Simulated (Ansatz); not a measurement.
Ideal-gas functions of CH$_{3}$NO (`N=CO`) at 500 K and 1 bar, from an Ansatz frequency run at PBE0-D4/def2-TZVP.

Molar mass 45.04 g/mol, point group Cs (symmetry number 1), electronic degeneracy 1, moments of inertia 7.04, 43.506, 50.546 u Å². Harmonic wavenumbers (cm⁻¹, unscaled): 592, 636, 835, 1059, 1080, 1194, 1377, 1402, 1755, 3120, 3560, 3768.

Use S(trans) = R[1.5 ln M + 2.5 ln T − 1.1517]; rotational temperatures θ = 24.2544 K / I; S(rot) = R[ln(√π/σ · √(T³/θAθBθC)) + 1.5]; for each mode x = 1.438777 ν̃/T, S = R[x/(eˣ − 1) − ln(1 − e⁻ˣ)] and H = RT x/(eˣ − 1); 1 cm⁻¹ = 0.0119627 kJ/mol; R = 8.31446 J/(mol·K).

Task: By hand: the entropy, in J/(mol·K).

Result: Translation 167.1. Rotation: θ = 3.4452, 0.5575, 0.4798 K, giving 95.1. Vibration, mode by mode: 4.82, 4.36, 2.78, 1.67, 1.59, 1.22, 0.80, 0.75, 0.32, 0.01, 0.00, 0.00, in all 18.3. Electronic 0.0. Sum 280.5 J/(mol·K).

Task: By hand: H − E and G − E in kJ/mol, counted from the electronic energy.

Result: Zero-point energy ½ × 20378 × 0.0119627 = 121.9; thermal vibration 6.5; translation, rotation and pV give 4 RT = 16.6. H − E = 145.0 kJ/mol, and G − E = 145.0 − 500 × 280.5/1000 = 4.8 kJ/mol.

Vibration gives 7 % of the entropy. The sum counts one conformer and one mirror image; others add a mixing term.
